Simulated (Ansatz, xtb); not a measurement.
**C2H2N−: 4 structures ranked**

4 gas-phase structures of C2H2N−, found in a search over its isomers (lower ones may exist). Each was relaxed with GFN2-xTB:

A. `[C-]1=NC1`, a singlet
B. `C=C=[N-]`, a singlet
C. `[C-]#[N+][CH2-]`, a singlet
D. a singlet given by its coordinates

D (Å):

```xyz
5

C    -1.3586    1.8446    0.2246
C    -1.0645    1.3458   -0.8680
N    -0.4762    1.0789   -1.9870
H    -2.2124    1.9657    0.8648
H    -0.0327    0.1494   -1.9864
```

Close contacts (Å): C1–C2 1.24, C2–N3 1.29, C1–H4 1.07, N3–H5 1.03.

Task: Estimate their order in r2SCAN-D4/def2-SVPD energy at these geometries, lowest first.

Result: Calculated order at r2SCAN-D4/def2-SVPD: B (0.0), D (116.2), C (132.3), A (182.3) kJ/mol.

Energies above the lowest of each column, in kJ/mol; the last columns are at B3LYP-D3(BJ)/def2-SVPD geometries and were run for some of them only (a dash: not run or not comparable):

| structure | GFN2-xTB | HF/STO-3G | r2SCAN-D4/def2-SVPD | B3LYP-D3(BJ)/def2-SVPD | CCSD(T)/def2-TZVPPD |
| --- | --- | --- | --- | --- | --- |
| B | 0.0 | 0.0 | 0.0 | 0.0 | 0.0 |
| D | 99.4 | 214.0 | 116.2 | 111.8 | 120.6 |
| C | 147.6 | 149.0 | 132.3 | 132.7 | 137.2 |
| A | 158.6 | 123.8 | 182.3 | – | – |

Every level run on B puts it lowest or level with the lowest. Frequencies (B3LYP-D3(BJ)/def2-SVPD) were run for B, C, D alone.

Over these structures GFN2-xTB departs from r2SCAN-D4/def2-SVPD by 14.0 kJ/mol on average once a common shift is removed. A GFN2-xTB relaxation took about 0.13 s and the r2SCAN-D4/def2-SVPD energy about 2 s on a shared host (Ansatz 0.2.0, xtb 6.7.1).
